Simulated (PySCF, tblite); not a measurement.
# CH4MgO, a small molecule taken as a stand-in for a surface group (magnesium hydroxide): NMR shifts, core binding energies and electronic excitations

What NMR shifts, core binding energies and electronic excitations should one expect for `[CH3][Mg][OH]`?

Programs: tblite 0.8.0 and PySCF 2.14.0. All values are calculated, for the isolated system unless a continuum is named. Atoms count from 0, parts from 1.

### Step 1. Starting point

7 atoms, charge 0, multiplicity 1; geometry: distance geometry start.

### Step 2. Geometry optimisation with GFN2-xTB

Job settings and geometry (Å):

```
{"job": {"kind": "relax", "xc": "GFN2-xTB", "basis": "xTB"}, "charge": 0, "multiplicity": 1}
O      2.129942    -0.115807     0.587932
Mg     0.372113     0.206099     0.618392
C     -1.455639     0.298523     0.437965
H      2.536033    -0.899569     0.214329
H     -1.737288     1.262313     0.338253
H     -1.882141    -0.114180     1.306009
H     -1.746511    -0.263907    -0.370651
```

Method: GFN2-xTB geometry optimisation, gas phase.

Run with:

```bash
> OMP_NUM_THREADS=1 python cluster_run.py task.json out
```

The driver reads the jobs from task.json and runs them one after another.

**Question.** The jobs that follow are: PBE0-D3(BJ)/def2-SVP geometry optimisation, gas phase; GIAO PBE0/pcSseg-2 NMR shielding, non-relativistic, gas phase; delta-SCF UKS SCAN, pcX-2 on the ionised atom, pcseg-1 elsewhere, spin-free X2C; TDDFT CAM-B3LYP/def2-SVPD, vertical, gas phase, core orbitals frozen in the response. Predict: rotational constants (main isotopes); ¹³C shifts against TMS (PBE0/pcSseg-2); ¹H shifts against TMS (PBE0/pcSseg-2, means over atoms taken as alike); ¹⁷O shifts against H2O (PBE0/pcSseg-2); shieldings of Mg (PBE0/pcSseg-2); O1s binding energies, SCAN/pcX-2; Mg1s binding energies, SCAN/pcX-2; C1s binding energies, SCAN/pcX-2; lowest singlet (CAM-B3LYP/def2-SVPD); lowest triplet; vertical ionisation energy (ΔSCF); vertical electron affinity (ΔSCF).

As calculated:

| quantity | value |
| --- | --- |
| rotational constants (main isotopes) | 158.59, 3.89, 3.89 GHz |
| ¹³C shifts against TMS (PBE0/pcSseg-2) | -28.1 ppm |
| ¹H shifts against TMS (PBE0/pcSseg-2, means over atoms taken as alike) | 0.03, -1.01 ppm |
| ¹⁷O shifts against H2O (PBE0/pcSseg-2) | -14.8 ppm |
| shieldings of Mg (PBE0/pcSseg-2) | Mg1 508.9 ppm |
| O1s binding energies, SCAN/pcX-2 | O0 536.45 eV |
| Mg1s binding energies, SCAN/pcX-2 | Mg1 1311.02 eV |
| C1s binding energies, SCAN/pcX-2 | C2 289.17 eV |
| lowest singlet (CAM-B3LYP/def2-SVPD) | 5.83 eV (213 nm), f = 0.218 |
| lowest triplet | 4.83 eV |
| vertical ionisation energy (ΔSCF) | 10.84 eV |
| vertical electron affinity (ΔSCF) | -0.47 eV (unbound: the value hangs on the basis) |

Relaxing lowered the energy by 0.486 eV in 8 steps; the close pair that moved most is O0–Mg1, from 1.726 to 1.769 Å (PBE0/def2-SVP). No frequency check was run at this level, so the end point may be a saddle. At PBE0/pcSseg-2: Shielding is most anisotropic at Mg1 (span 303 ppm, paramagnetic term -201 ppm). The first singlet state (HOMO→LUMO 0.92) lies at 5.83 eV and is bright. The lowest triplet lies 1.00 eV below the lowest singlet (triplets in Tamm-Dancoff, singlets in full TDDFT). ΔSCF puts the ionisation energy at 10.84 eV, 2.11 eV above −ε(HOMO). In this run the hole sits in HOMO−1, not in the HOMO; unless the two are degenerate, this need not be the first ionisation.
